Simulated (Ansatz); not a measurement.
# CBS radical: a relaxation

Aim: see where a relaxation from this start ends.

Program: Ansatz 0.2.0, Gaussian basis. Level of theory: r2SCAN-D4/6-31G, unrestricted. These are calculated values, not measurements.

1 further run of the same task is left out (it didn't finish).

**1. Where the work starts**

The start, displaced at random: 3 atoms, charge 0, spin multiplicity 2.

Atoms are counted from 1 here; the program's logs count them from 0.

Bond lengths: B1–C2 1.278 Å, C2–S3 1.653 Å. Angles: B1–C2–S3 146.8°.

As a file:

| atom | x (Å) | y (Å) | z (Å) |
| --- | --- | --- | --- |
| B1 | 0.3014 | 1.2211 | 0.3117 |
| C2 | -0.1893 | 0.1703 | -0.2250 |
| S3 | -0.2473 | -1.4815 | -0.2321 |

**2. The relaxation**

run/in.yaml

```yaml
crystal:
  periodic: [false, false, false]
  atoms:
    - {symbol: B, position_ang: [0.301372, 1.221133, 0.311694]}
    - {symbol: C, position_ang: [-0.189349, 0.170281, -0.224988]}
    - {symbol: S, position_ang: [-0.247278, -1.481499, -0.232107]}
basis:
  gaussian: {orbitals: 6-31G}
magnetization: {spin_polarized: true, initial_magnetization: 1}
hamiltonian: {xc: r2scan, dispersion: d4}
relax: {f_tol: 0.05, max_steps: 80, max_displacement: 0.2}
```

Run with:

```sh
$ ansatz run in.yaml --threads 2 --pin off --events-out ev --progress --plain --max-ram 3481MiB
```

Before running it: what results should come out? Wanted: energy change; last largest force; RMSD from the start.

The runs gave:

```
           quantity         value
              steps             7
      energy change  -65.6 kJ/mol
 last largest force   0.0337 eV/Å
RMSD from the start       0.154 Å
```

What this shows: It converged in 7 steps at a force tolerance of 0.05 eV/Å.
